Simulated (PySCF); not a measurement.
## Spin states of BN

Unrestricted PBE0; basis B def2-TZVP, N def2-TZVP; no relativity; PySCF 2.14. Outer shells of the fragments: B 2s2 2p1; N 2s2 2p3.

Followed along the bond (rough minima from three points):

```csv
2Ms+1,unpaired,⟨S²⟩ at the start,R at minimum (Å),Te (eV)
3,"σ ↑, π ↑",2.01,1.32,0.00
1,"σ ↓, π ↑",1.04,1.32,0.16
3,π ↑↑,2.01,1.48,1.33
1,π ↑↓,1.00,1.48,1.83
1,none,0.00,none in the scan,≤ 0.97
```

Solutions found at the starting distance of 1.470 Å, counted from the lowest of them; the search is not exhaustive and high or unbound solutions are not listed, so other states can lie among these:

```json
{"2Ms+1": "3", "unpaired": "σ ↑, π ↑", "term": "³Π", "E (eV)": "0.00", "⟨S²⟩": "2.01", "⟨Lz²⟩": "1.02", "μ (D)": "-2.15"}
{"2Ms+1": "1", "unpaired": "σ ↓, π ↑", "term": "mixed", "E (eV)": "0.14", "⟨S²⟩": "1.04", "⟨Lz²⟩": "1.01", "μ (D)": "-2.22"}
{"2Ms+1": "3", "unpaired": "π ↑↑", "term": "³Σ⁻", "E (eV)": "0.84", "⟨S²⟩": "2.01", "⟨Lz²⟩": "0.00", "μ (D)": "0.96"}
{"2Ms+1": "1", "unpaired": "π ↑↓", "term": "mixed", "E (eV)": "1.34", "⟨S²⟩": "1.00", "⟨Lz²⟩": "2.01", "μ (D)": "1.04"}
{"2Ms+1": "1", "unpaired": "none", "term": "¹Σ⁺", "E (eV)": "1.51", "⟨S²⟩": "0.00", "⟨Lz²⟩": "0.00", "μ (D)": "-3.04"}
{"2Ms+1": "3", "unpaired": "σ ↑↑", "term": "³Σ⁺", "E (eV)": "2.27", "⟨S²⟩": "2.04", "⟨Lz²⟩": "0.00", "μ (D)": "-1.69"}
```

A term symbol is given only where ⟨S²⟩ and ⟨Lz²⟩ are close to those of a pure state; real π, δ and φ orbitals otherwise mix terms. A positive dipole means B(−)N(+).
